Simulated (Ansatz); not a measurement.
in.yaml

```yaml
crystal:
  periodic: [false, false, false]
  atoms:
    - {symbol: Al, position_ang: [0.000000, 0.000000, 0.000000]}
    - {symbol: O, position_ang: [0.000000, 0.000000, 6.213000]}
basis:
  gaussian: {orbitals: 6-31G}
magnetization: {spin_polarized: true, initial_magnetization: 3}
correlation: {method: ccsdtq, electrons: outside_noble_gas}
```

```sh
$ ansatz run in.yaml --threads 1 --pin off --events-out ev --progress --plain --max-ram 2393MiB
```

The program prints:

```
351 factors; integrals over basis functions are off by at most 3.3e-8 eV
mean field evaluation 1: about -8615.8177 eV, gradient 5.3e0 eV
mean field evaluation 2: about -8615.8237 eV, gradient 5.3e0 eV
mean field evaluation 4: about -8616.0582 eV, gradient 6.2e-1 eV
mean field evaluation 8: about -8616.0624 eV, gradient 2.0e-3 eV
mean field evaluation 16: about -8616.0629 eV, gradient 9.6e-2 eV
mean field evaluation 32: about -8616.0656 eV, gradient 7.1e-3 eV
mean field evaluation 64: about -8616.0633 eV, gradient 1.5e-1 eV
mean field evaluation 96: about -8616.0652 eV, gradient 2.1e-6 eV
mean field evaluation 128: about -8616.0622 eV, gradient 2.7e-1 eV
mean field evaluation 160: about -8616.0654 eV, gradient 4.7e-3 eV
...
cycle 173  -2.38653218 eV  change  -1.5e-10 eV  update   1.4e-6
cycle 174  -2.38653218 eV  change  -1.2e-10 eV  update   1.6e-5
cycle 175  -2.38653218 eV  change  -6.6e-11 eV  update   7.9e-6
cycle 176  -2.38653218 eV  change  -4.1e-11 eV  update   1.8e-5
cycle 177  -2.38653218 eV  change  -5.8e-13 eV  update   1.4e-5
cycle 178  -2.38653218 eV  change   2.4e-12 eV  update   6.5e-6
cycle 179  -2.38653218 eV  change   5.8e-12 eV  update   5.5e-6
cycle 180  -2.38653218 eV  change   2.8e-12 eV  update   1.7e-6
cycle 181  -2.38653218 eV  change   2.7e-12 eV  update   5.7e-6
cycle 182  -2.38653218 eV  change  -6.3e-12 eV  update   4.4e-7
WARN: these amplitudes may be one of several solutions (largest doubles amplitude 0.51, level shift 0.00 eV)
Total energy: -8618.45225870 eV, -316.7222787103 hartree
```

For the same geometry and basis full CI lies 0.8 meV higher. By full CI's occupations no single determinant describes the state well.

Ran on 1 thread of Arm Neoverse V2, shared host: 1.8 min wall, 0.24 GiB peak host memory.
